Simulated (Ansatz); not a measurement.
Li₂Ru: from a trial structure to a relaxed crystal

Computed with DFT PBE, scalar-relativistic, plane waves, PAW in Ansatz 0.2.0. Cutoff 420 eV, Γ-centred k mesh, Gaussian smearing, no spin polarisation in the final step.

Li₂Ru was placed on the cuprite structure type (Pn-3m, No. 224), with Ru in place of O, Li in place of Cu, at a guessed volume.

```
CELL_PARAMETERS angstrom
4.38045 0.00000 0.00000
0.00000 4.38045 0.00000
0.00000 0.00000 4.38045
ATOMIC_POSITIONS crystal
Li 0.25000 0.25000 0.25000
Li 0.25000 0.75000 0.75000
Li 0.75000 0.75000 0.25000
Li 0.75000 0.25000 0.75000
Ru 0.00000 0.00000 0.00000
Ru 0.50000 0.50000 0.50000
```

Cell and atoms relax at zero pressure; the relaxation can't lower the symmetry of the start. After a coarse first stage the cell is made exact in the group found at 0.06 Å.

Energies over the elements count from the elements' standard structures at the same level, with no empirical corrections.

(1) What does it relax into?

(2) What are its volume, energy, density and gap?

Answers

(1) It keeps Pn-3m (No. 224). The result has the cuprite structure. Conventional cell: a = 5.425 Å. Li is coordinated by 2 Ru at 2.35 Å; Ru has 4 Li at 2.35 Å.

```cif
data_structure
_symmetry_space_group_name_H-M 'Pn-3m:1'
_symmetry_Int_Tables_number 224
_cell_length_a 5.4253
_cell_length_b 5.4253
_cell_length_c 5.4253
_cell_angle_alpha 90.000
_cell_angle_beta 90.000
_cell_angle_gamma 90.000
_cell_volume 159.68
loop_
_atom_site_label
_atom_site_type_symbol
_atom_site_symmetry_multiplicity
_atom_site_Wyckoff_symbol
_atom_site_fract_x
_atom_site_fract_y
_atom_site_fract_z
_atom_site_occupancy
Li1 Li 4 b 0.25000 0.25000 0.25000 1
Ru1 Ru 2 a 0.00000 0.00000 0.00000 1
```

(2) The volume per atom is 26.61 Å³ and the density is 2.39 g/cm³. The energy over the elements is 1.87 eV/atom and the gap on the 8×8×8 mesh is 0 eV (a metal).

The final run used a 8×8×8 mesh on its 6-atom cell and 0.10 eV smearing. The k mesh leaves about 4 meV/atom of noise in metals. Symmetry constrained the relaxation, so the result can be a saddle point.

Cost: 3 runs of about 1.1 core-minutes in all, on Arm Neoverse V1 (shared hosts).